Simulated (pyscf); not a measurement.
Elementary routes open to propyne (HC≡C–CH₃) + hydrogen chloride (HCl) in the gas phase (singlet surface):
A. H₂C=C(CH₃)–Cl (Cl–H broken; C–Cl, C–H formed)
B. H₃C–CH=CH–Cl (Cl–H broken; C–H, C–Cl formed)

Single points on ωB97X-D3(BJ)/def2-SVP structures (PySCF, gas phase). MP2 and CC: frozen core, UHF for open shells. ΔMP2 is the change of the MP2 total energy from the triple- to the quadruple-zeta basis.

### Question
Rank the routes by free-energy barrier at 298 K, lowest first, for CCSD(T)/def2-TZVPP + ΔMP2(QZVPP) energies (ideal gas, 1 atm, RRHO with modes under 100 cm⁻¹ raised to 100, one conformer, R ln 2 for rigid chiral ones).

### Answer
A (49.1 kcal/mol), B (54.8 kcal/mol)

Route A is the fastest of these, ahead of the next by 5.7 kcal/mol. The most stable products are those of A (ΔG = -16.9 kcal/mol), so kinetics and thermodynamics agree. At 1200 K A is still the fastest. A: On the reactant side the descent ends in a complex, 4.5 kcal/mol under the separated species and 41.9 kcal/mol under the saddle at ωB97X-D3(BJ)/def2-TZVP. B: On the reactant side the descent ends in a complex, 4.5 kcal/mol under the separated species and 48.6 kcal/mol under the saddle at ωB97X-D3(BJ)/def2-TZVP. Only these routes are compared; each barrier is that of the saddle found, and lower ones may exist. The CCSD(T) − MP2 part came from Ansatz, without density fitting, on the same reference.
